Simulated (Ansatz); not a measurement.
Consider the formal loss of a carbene: `NCN` → `[CH2]` (triplet) + `NN`.

Program: Ansatz. Geometries: PBE0-D4/def2-TZVP. ΔE: electronic, gas phase. CCSD(T)/CBS adds triple-zeta CCSD(T) − MP2 to the extrapolated MP2 energy (def2 sets, frozen cores). This one scheme is used for every species. Functionals use def2-TZVPP. HSE06 is defined as in plane-wave codes. Triplets are unrestricted, without spin–orbit coupling. One conformer a species, not always the lowest.

```
          level  ΔE (kcal/mol)  difference from CCSD(T)/CBS
         PBE-D4          124.0                          0.2
        ωB97X-V          125.3                          1.5
         r2SCAN          117.9                         -5.9
        r2SCANh          117.5                         -6.3
          HSE06          121.4                         -2.4
      CAM-B3LYP          121.5                         -2.3
    HF/def2-SVP           92.0                        -31.8
  HF/def2-TZVPP           89.5                        -34.3
 MP2/def2-TZVPP          125.0                          1.2
CCSD/def2-TZVPP          118.6                         -5.2
    CCSD(T)/CBS          123.8                            0
```

Largest T1 diagnostic among the species: 0.011.

At CCSD(T), def2-SVP lies −3.6 kcal/mol from the extrapolated value and def2-TZVPP −2.5 kcal/mol. From r2SCAN to r2SCAN0 (25 % exact exchange), in def2-TZVPP and without D4, ΔE moves by −0.8 kcal/mol.
